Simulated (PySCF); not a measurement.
C3H4FN2 (charge +1), SMILES Fc1[nH]cc[nH+]1, point group C2v.

Force field and properties: PBE0/pcSseg-1 (PySCF, grid level 2). Vibrational terms come from second-order perturbation theory with semi-diagonal cubic constants, by steps of ±0.6 along the normal coordinates of each isotopologue. The parent has the commonest isotopes.

Equilibrium geometry (Å):

| atom | x | y | z |
| --- | --- | --- | --- |
| F1 | 2.3360 | -0.3446 | -0.4017 |
| C2 | 1.0854 | -0.1588 | -0.1911 |
| N3 | 0.4751 | 1.0138 | -0.1834 |
| C4 | -0.8697 | 0.8103 | 0.0784 |
| C5 | -1.0425 | -0.5215 | 0.2267 |
| N6 | 0.1996 | -1.1092 | 0.0530 |
| H7 | 0.9352 | 1.9053 | -0.3452 |
| H8 | -1.5718 | 1.6303 | 0.1337 |
| H9 | -1.9269 | -1.1058 | 0.4385 |
| H10 | 0.4152 | -2.1012 | 0.1011 |

(1) Give the equilibrium and ground-state rotational constants (MHz) of parent; ²H at 7.

(2) How is the parent's vibrational correction B0 − Be made up?

(3) And its quartic centrifugal distortion constants from the harmonic force field?

## Answers

(1) 
| species | Ae | Be | Ce | A0 | B0 | C0 | Δ0 (u Å²) | harmonic ZPE (cm⁻¹) |
| --- | --- | --- | --- | --- | --- | --- | --- | --- |
| parent | 9082.6 | 3700.9 | 2629.5 | 9008.4 | 3682.1 | 2613.2 | 0.044 | 17052 |
| ²H at 7 | 8458.4 | 3699.8 | 2573.9 | 8393.1 | 3680.6 | 2558.1 | 0.043 | 16294 |

Δ0 = Ic − Ia − Ib from the ground-state constants.

(2) 
```csv
axis,harmonic,Coriolis,cubic,total (MHz)
a,10.3,-8.58,-75.9,-74.2
b,3.08,-1.49,-20.5,-18.9
c,0.746,-0.39,-16.7,-16.3
```

(3) Asymmetric top, A reduction, Ir representation: ΔJ = 0.239 kHz, ΔJK = 1.16 kHz, ΔK = 1.14 kHz, δJ = 0.0696 kHz, δK = 0.995 kHz.
